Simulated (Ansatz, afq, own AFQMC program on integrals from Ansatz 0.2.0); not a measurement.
Two steps: Ansatz 0.2.0 writes the Fock matrix and Cholesky factors of the valence space, and afq projects on them the lowest state that overlaps trial and start.

```yaml
crystal:
  periodic: [false, false, false]
  atoms:
    - {symbol: H, position_ang: [-2.425816, 0.054876, 0.000000]}
    - {symbol: H, position_ang: [-1.491816, 0.054876, 0.000000]}
    - {symbol: Si, position_ang: [0.090184, 0.054876, 0.000000]}
    - {symbol: H, position_ang: [0.702364, -0.819409, 1.090012]}
    - {symbol: H, position_ang: [0.702364, -0.819409, -1.090012]}
basis:
  gaussian: {orbitals: cc-pVTZ}
magnetization: {spin_polarized: false}
correlation: {method: ccsd_t, electrons: outside_noble_gas, hamiltonian_folder: ham}
```

```sh
$ ansatz run in.yaml --threads 1 --pin off --events-out ev --progress --plain --max-ram 16896MiB --backend cuda --devices 0, --max-vram 18GiB
```

afq runs on the folder ham with

```
--method phaseless --trial hf --walkers 3900 --populations 20 --least-time 40 --time-step 0.005 --steps-per-block 20 --equilibration-blocks 112 --max-blocks 4000 --target-error 0.0008500 --factor-cut 1e-05 --seed 718 --taylor-order 6
```

Times are imaginary, in 1/Eh. The walk had a cap of 97 s. With eight or more populations the least sampling time is a fifth of least-time, and the error comes from their spread.

Log:

```
orbitals 85  electrons 4 4  factors 499 of 503
reference energy -291.10108205 Eh
CCSD correlation -0.19348117 Eh in 13 cycles, weight of the determinant in the CISD state 0.8649
energy of the start -291.101082 Eh
 block  time / (1/Eh)  mean weight  energy / Eh
     1     0.100  1.0007  -291.138761
     2     0.200  1.0011  -291.165990
     3     0.300  1.0009  -291.186318
     4     0.400  1.0009  -291.202237
     5     0.500  1.0006  -291.215306
     8     0.800  1.0007  -291.241399
    13     1.300  1.0003  -291.266763
    31     3.100  1.0002  -291.291873
    49     4.900  1.0003  -291.294767
    67     6.700  1.0000  -291.299507
    85     8.500  0.9998  -291.300461
   103    10.300  1.0000  -291.298950
   121    12.100  1.0002  -291.301493
   139    13.900  1.0003  -291.301721
   157    15.700  1.0003  -291.307793
   175    17.500  0.9999  -291.302970
   193    19.300  1.0002  -291.300469
   211    21.100  0.9997  -291.298698
   229    22.900  0.9999  -291.299396
   247    24.700  0.9997  -291.302601
   265    26.500  1.0000  -291.301522
   271    27.100  0.9999  -291.298018
error from the spread of 20 populations
energy -291.301868 +/- 0.000809 Eh
(rows thinned)
```

The run passed its tests (sampling time, drift between the halves within three errors, error under three times the target), which doesn't prove that it has relaxed. The second half of the sampling lies above the first by 1.8 errors of their difference, so the energy may still be moving and its error bar be too small.

Against this walk (error 22.0 meV) on the same determinant: CCSD(T) 17.4 meV higher (within the noise), CCSDT(Q) 26.7 meV lower (within the noise), a separate phaseless walk with a CISD trial and standard settings 5.0 ± 22.3 meV lower (within the noise). The error is statistical and leaves out the bias of the constraint.

Cautions: constraint bias not in the error; higher spins were not checked; restricted determinant unstable towards unrestricted (UHF 414 meV lower, ⟨S²⟩ 0.71).

The walk took 52 s on 1 × NVIDIA H100 80GB HBM3 with 2 threads of AMD EPYC 7R13 Processor (Zen 3), with other jobs on the host (the card was shared). The log's last line is the phaseless energy.

CCSDT and higher add their correlation energy to the determinant of the CCSD(T) run, since their own runs factorise the integrals more tightly (a shift of under 2 meV). A walk keeps the symmetry of its determinant, which the program's search chose and which needn't be the lowest solution, so a lower state of the same spin and another symmetry isn't excluded.
